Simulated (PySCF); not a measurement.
**Frontier orbitals and the lowest excitations**

Compound: Si(SiH3)2H2.
Cartesian coordinates in Å at the PBE0-D3(BJ)/def2-SVP level; atoms count from 1:
```
atom  x, y, z in Å
Si1   -0.797    0.008   -0.569
Si2   -0.808   -0.032    1.776
H3    -0.176   -1.299    2.258
H4    -2.201    0.046    2.312
H5    -0.023    1.126    2.305
Si6    1.412    0.008   -1.353
H7     2.101   -1.244   -0.911
H8     2.149    1.182   -0.790
H9     1.457    0.081   -2.846
H10   -1.504    1.235   -1.057
H11   -1.513   -1.197   -1.094
```

Method: TDDFT CAM-B3LYP/def2-SVPD, vertical, gas phase, core orbitals frozen in the response (PySCF).

Frontier orbitals with the atoms that hold most of them (Löwdin shares over 4%, at most four atoms; ? is withheld):

| orbital | ε (eV) | atoms |
| --- | --- | --- |
| LUMO+2 | 1.02 | Si2 22%, Si6 21%, Si1 19%, H11 6% |
| LUMO+1 | 0.98 | Si1 27%, Si6 17%, Si2 16%, H11 8% |
| LUMO | 0.78 | Si6 25%, Si2 25%, Si1 16%, H9 11% |
| HOMO | ? | ? |
| HOMO-1 | -10.00 | ? |
| HOMO-2 | -10.85 | Si1 24%, H11 14%, H10 13%, Si6 12% |
| HOMO-3 | -11.22 | Si2 22%, Si6 22%, H8 15%, H5 15% |

Task: Which atoms hold the HOMO, and with what shares?

Result: Si1 (bonded to 2 Si and 2 H) 33%; Si6 (bonded to Si and 3 H) 22%; Si2 (bonded to Si and 3 H) 22%; H9 (bonded to Si) 5%. By element: silicon 77%, hydrogen 5% or more.

Task: Give the leading atoms of the HOMO-1.

Result: Si1 (bonded to 2 Si and 2 H) 33%; Si2 (bonded to Si and 3 H) 16%; Si6 (bonded to Si and 3 H) 16%; H10 (bonded to Si) 10%. By element: silicon 64%, hydrogen 10% or more.

Task: What is the HOMO energy, and the HOMO–LUMO gap?

Result: ε(HOMO) = -9.25 eV; the gap is 10.04 eV (0.3688 hartree).

Task: How does S1 compare with the orbital gap of 10.04 eV?

Result: S1 is at 6.95 eV (f = 0.115), 3.08 eV below the gap, made of HOMO→LUMO (57%), HOMO→LUMO+3 (32%). 

Next come S2 at 7.02 eV (f 0.055), HOMO→LUMO+3 (57%), HOMO→LUMO (21%), HOMO→LUMO+4 (14%); S3 at 7.35 eV (f 0.085), HOMO→LUMO+1 (89%); S4 at 7.46 eV (f 0.063), HOMO→LUMO+2 (83%); S5 at 7.60 eV (f 0.023), HOMO→LUMO+5 (45%), HOMO-1→LUMO (33%).

Löwdin shares depend on the basis, the more so with diffuse functions.

Without π bonds the low states are Rydberg-like; a valence basis with one diffuse set may place them up to an eV too high.
